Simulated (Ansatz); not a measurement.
**How methods differ on SiH2OF (SMILES O[SiH]F)**

The species is SiH2OF (5 atoms), meant as a doublet with charge 0. SMILES: `O[SiH]F`. Geometry: optimised at B3LYP/def2-SVP. This is one conformer, not always the lowest.

```xyz
5

O    -0.6230   -0.9017   -0.2750
Si    0.2935    0.2441    0.5038
F     0.2015    1.6703   -0.2904
H    -1.5760   -0.7647   -0.3460
H     1.7040   -0.2480    0.4076
```

Each level gives the dissociation energy of the F3–Si2 bond into doublet F and singlet SiH2O (shapes relaxed at B3LYP/def2-SVP, no zero-point term) (eV). The values are calculated.

```tsv
level	kind	program	value (eV)	CPU time (all runs)
UHF/def2-TZVPP	Hartree–Fock	Ansatz	4.30	1.7 s
UBLYP/def2-TZVPP	GGA	Ansatz	5.18	3.7 s
UPBE/def2-TZVPP	GGA	Ansatz	5.40	3.6 s
U-r2SCAN/def2-TZVPP	meta-GGA	Ansatz	5.51	7.7 s
UPBE0-D4/def2-TZVPP	global hybrid	Ansatz	5.27	4.1 s
U-wB97M-V/def2-TZVPP	range-separated hybrid	Ansatz	5.10	15 s
UB2PLYP/def2-TZVPP	double hybrid	Ansatz	5.23	6.4 s
UMP2/def2-TZVPP	perturbation theory	Ansatz	5.54	2.5 s
```

The values span 4.30 to 5.54 eV. Hartree–Fock misses the correlation of the electron pair that is broken and comes out low. A fragment with an even electron count was run as a singlet and may have a lower triplet. Measured bond enthalpies also hold zero-point and thermal terms, a few tenths of an eV less. CPU times are rough (shared hosts, several kinds of processor): they show what a rung costs within a factor of a few.
